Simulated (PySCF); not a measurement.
**Frontier levels across methods**

Compound: C₅H₉N.
Geometry (PBE0-D3(BJ)/def2-SVP, Å), atoms numbered from 1 in this order:
```xyz
15
C5H9N angstrom
C     -1.190   -1.196    0.275
C     -0.767    0.061    0.099
C     -1.644    1.139   -0.463
C      0.616    0.502    0.437
C      1.728    0.215   -0.511
N      1.673   -0.416    0.794
H     -0.554   -1.971    0.713
H     -2.201   -1.498   -0.007
H     -1.210    1.553   -1.388
H     -1.733    1.979    0.246
H     -2.654    0.770   -0.686
H      0.656    1.457    0.979
H      2.533    0.944   -0.659
H      1.474   -0.377   -1.397
H      1.357   -1.381    0.712
```

Basis pcSseg-1 throughout (PySCF), one geometry. Isolated species at its PBE0-D3(BJ)/def2-SVP geometry (one conformer only).

Problem. How do the orbital energies, the gap and the dipole change with the method?

Solution. 
| method | kind | HOMO (eV) | LUMO (eV) | gap (eV) | μ (D) | SCF cycles |
| --- | --- | --- | --- | --- | --- | --- |
| BLYP | GGA | -5.41 | -0.66 | 4.75 | 1.64 | 15 |
| B97-D | GGA | -5.54 | -0.70 | 4.84 | 1.66 | 15 |
| OPBE | GGA | -5.54 | -0.71 | 4.83 | 1.64 | 15 |
| PBE | GGA | -5.55 | -0.80 | 4.75 | 1.65 | 15 |
| KT2 | GGA | -5.66 | -0.77 | 4.89 | 1.63 | 15 |
| KT3 | GGA | -5.66 | -0.75 | 4.91 | 1.58 | 14 |
| BP86 | GGA | -5.66 | -0.89 | 4.77 | 1.68 | 15 |
| LDA | LDA | -5.67 | -1.02 | 4.66 | 1.75 | 15 |
| B97-2 | global hybrid | -6.60 | 0.15 | 6.75 | 1.75 | 13 |
| B3LYP | global hybrid | -6.62 | -0.02 | 6.60 | 1.74 | 13 |
| PBE0 | global hybrid | -6.86 | 0.20 | 7.06 | 1.77 | 14 |
| mPW1PW91 | global hybrid | -6.89 | 0.18 | 7.07 | 1.78 | 13 |
| BHandHLYP | global hybrid | -7.94 | 1.33 | 9.27 | 1.84 | 12 |
| CAM-B3LYP | range-separated hybrid | -8.19 | 1.36 | 9.55 | 1.81 | 12 |
| wB97X-D | range-separated hybrid | -8.72 | 2.00 | 10.72 | 1.84 | 12 |
| HF | Hartree–Fock | -9.45 | 4.05 | 13.51 | 1.95 | 10 |
| LC-wPBE | range-separated hybrid | -9.57 | 2.49 | 12.06 | 1.88 | 12 |

The HOMO spans 4.16 eV, from BLYP down to LC-wPBE, and the gap runs from 4.66 eV (LDA) to 13.51 eV (HF). Over the methods BLYP (0 %), B97-D (0 %), OPBE (0 %), PBE (0 %), KT2 (0 %), KT3 (0 %), BP86 (0 %), LDA (0 %), B97-2 (21 %), B3LYP (20 %), PBE0 (25 %), mPW1PW91 (25 %), BHandHLYP (50 %), HF (100 %), a straight line through the gap against the share of exact exchange rises by 0.88 eV for each 10 % (correlation coefficient 1.000). The dipole ranges from 1.58 D (KT3) to 1.95 D (HF). This basis has no diffuse functions.
